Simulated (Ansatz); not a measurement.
```yaml
crystal:
  periodic: [false, false, false]
  atoms:
    - {symbol: Ga, position_ang: [-1.124964, -0.149835, -0.001083]}
    - {symbol: O, position_ang: [0.658251, 0.018013, 0.000249]}
    - {symbol: P, position_ang: [2.259049, 0.278505, 0.002052]}
    - {symbol: H, position_ang: [-2.050694, 1.520316, 0.007924]}
basis:
  gaussian: {orbitals: def2-TZVP}
magnetization: {spin_polarized: true, initial_magnetization: 3}
hamiltonian: {xc: pbe0}
relax: {f_tol: 0.004, max_steps: 80}
```

```sh
$ ansatz run in.yaml --threads 1 --pin off --events-out ev --progress --plain --max-ram 2176MiB
```

Steps of the relaxation (energy above the last step; positions in Å, forces in eV/Å):

```
4
step 1, 347.9 meV
Ga   -1.125   -0.150   -0.001   -0.984    1.335    0.007
O     0.658    0.018    0.000    1.020    0.059    0.001
P     2.259    0.279    0.002   -0.745   -0.083   -0.001
H    -2.051    1.520    0.008    0.710   -1.311   -0.007
```

```
4
step 2, 66.0 meV
Ga   -1.171    0.004    0.000    0.287   -0.682   -0.004
O     0.630    0.063    0.000    0.612    0.069    0.001
P     2.234    0.251    0.002   -0.638   -0.028    0.000
H    -1.952    1.348    0.007   -0.260    0.641    0.003
```

```
4
step 3, 55.8 meV
Ga   -1.161   -0.007    0.000    0.019   -0.562   -0.003
O     0.629    0.098    0.001    0.267    0.015    0.000
P     2.220    0.234    0.002   -0.058    0.026    0.000
H    -1.946    1.343    0.007   -0.228    0.521    0.003
```

```
4
step 9, 46.2 meV
Ga   -1.208   -0.061   -0.001    0.565    0.010    0.000
O     0.618   -0.287   -0.001    0.721    0.750    0.004
P     2.047    0.548    0.003   -1.279   -0.720   -0.004
H    -1.715    1.467    0.008   -0.007   -0.040    0.000
```

```
4
step 10, 6.2 meV
Ga   -1.189   -0.053   -0.001    0.085    0.032    0.000
O     0.620   -0.168   -0.001    0.147    0.011    0.000
P     2.103    0.451    0.003   -0.230   -0.046    0.000
H    -1.792    1.437    0.008   -0.001    0.003    0.000
```

```
4
step 12, 0.0 meV
Ga   -1.183   -0.057   -0.001   -0.001    0.001    0.000
O     0.620   -0.246   -0.001   -0.001   -0.002    0.000
P     2.032    0.515    0.003    0.001    0.001    0.000
H    -1.727    1.455    0.008    0.001   -0.001    0.000
```

Close pairs at the end: O2–P3 1.604 Å, Ga1–H4 1.606 Å, Ga1–O2 1.813 Å.

A stationary point of unrestricted PBE0 after 12 steps, with ⟨S²⟩ = 3.762 against 3.75 for a pure state; no frequencies were run, so it isn't proven a minimum. 45 s on 1 thread of Intel Xeon 6975P-C, shared host.
